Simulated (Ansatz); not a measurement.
# NH₃S (triplet): from Hartree-Fock to the top rungs at distance N1–H4 along a hydrogen transfer = 1.158 Å, cc-pVDZ

Aim: climb from Hartree-Fock through coupled cluster and multireference methods for NH₃S (triplet) at one geometry and basis, and see what each rung misses.

Program: Ansatz 0.2.0, Gaussian basis. Level of theory: cc-pVDZ, core rule «outside noble gas», up to 6 orbitals frozen. These are calculated values, not measurements.

Plan: UHF; CCSD(T) on ROHF; CCSD(T) on UHF; BCCD(T) on ROHF; CISD; CCSDT(Q) on ROHF; CCSDT(Q) on UHF; CASSCF and MRCISD+Q, 4 electrons in 4 orbitals; CASSCF and NEVPT2, 4 electrons in 4 orbitals; CASSCF and NEVPT2, 14 electrons in 11 orbitals.

7 further runs of the same task are left out: 7 that didn't finish.

## (1) The geometry

The geometry derives from fragments relaxed apart (PBE0/def2-TZVP) and kept rigid, so it is no stationary point. A hydrogen atom is moved between rigid fragments.

5 atoms, charge 0, spin multiplicity 3.

Atoms are counted from 1 here; the program's logs count them from 0.

Bond lengths: N1–H2 1.012 Å, N1–H3 1.012 Å, N1–H4 1.158 Å, H4–S5 1.574 Å. Angles: H2–N1–H3 107.1°, H2–N1–H4 107.1°, H3–N1–H4 107.1°, N1–H4–S5 180.0°.

As a file:

```xyz
5
H3NS
N    -1.79588   -0.01161   -0.01807
H    -2.09316    0.95622   -0.01807
H    -2.09316   -0.41391    0.86219
H    -0.63788   -0.01161   -0.01807
S     0.93612   -0.01161   -0.01807
```

## (2) UHF

File in.yaml:

```yaml
crystal:
  periodic: [false, false, false]
  atoms:
    - {symbol: N, position_ang: [-1.795877, -0.011611, -0.018072]}
    - {symbol: H, position_ang: [-2.093156, 0.956222, -0.018071]}
    - {symbol: H, position_ang: [-2.093156, -0.413910, 0.862188]}
    - {symbol: H, position_ang: [-0.637877, -0.011611, -0.018072]}
    - {symbol: S, position_ang: [0.936123, -0.011610, -0.018072]}
basis:
  gaussian: {orbitals: cc-pVDZ}
magnetization: {spin_polarized: true, initial_magnetization: 2}
hamiltonian: {xc: hf}
output: {orbitals: {seedname: orbitals}}
```

On the command line:

```bash
> ansatz run in.yaml --threads 1 --pin off --events-out ev --progress --plain --max-ram 2393MiB
```

Further steps of the session: CCSD(T) on ROHF; CCSD(T) on UHF; BCCD(T) on ROHF; CISD; CCSDT(Q) on ROHF; CCSDT(Q) on UHF; CASSCF and MRCISD+Q, 4 electrons in 4 orbitals; CASSCF and NEVPT2, 4 electrons in 4 orbitals; CASSCF and NEVPT2, 14 electrons in 11 orbitals.

Before running them: what should the planned runs give, taken together? Wanted: UCCSDT(Q) below the RHF energy; RMP2 from UCCSDT(Q); UMP2 from UCCSDT(Q); RCCSD from UCCSDT(Q); RCCSD(T) from UCCSDT(Q); UCCSD(T) from UCCSDT(Q); RCCSDT(Q) from UCCSDT(Q); NEVPT2 pair from UCCSDT(Q); MRCISD+Q pair from UCCSDT(Q).

The runs gave:

| quantity | value |
| --- | --- |
| UCCSDT(Q) below the RHF energy | -9.2248 eV |
| RMP2 from UCCSDT(Q) | +25.66 kcal/mol |
| UMP2 from UCCSDT(Q) | +27.34 kcal/mol |
| RCCSD from UCCSDT(Q) | +5.67 kcal/mol |
| RCCSD(T) from UCCSDT(Q) | +0.89 kcal/mol |
| UCCSD(T) from UCCSDT(Q) | +0.90 kcal/mol |
| RCCSDT(Q) from UCCSDT(Q) | +0.02 kcal/mol |
| NEVPT2 pair from UCCSDT(Q) | +26.08 kcal/mol |
| MRCISD+Q pair from UCCSDT(Q) | +2.64 kcal/mol |
| NEVPT2 valence from UCCSDT(Q) | +33.11 kcal/mol |
| levels within 1 kcal/mol (43 meV) | RCCSD(T), UCCSD(T), BCCD(T), RCCSDT, UCCSDT, RCCSDT(Q) |
| T1 diagnostic | 0.027 |
| effectively unpaired electrons | 2.02 |

In words: RCCSD(T) lands +0.89 kcal/mol from the yardstick (0.4 % of the correlation energy). One determinant dominates. Of the multireference levels listed MRCISD+Q pair comes nearest in total energy (+2.64 kcal/mol), which doesn't show that its space is the better one. These misses are within one basis, not against nature; the frozen cores of restricted and unrestricted runs differ, which can shift their rows.
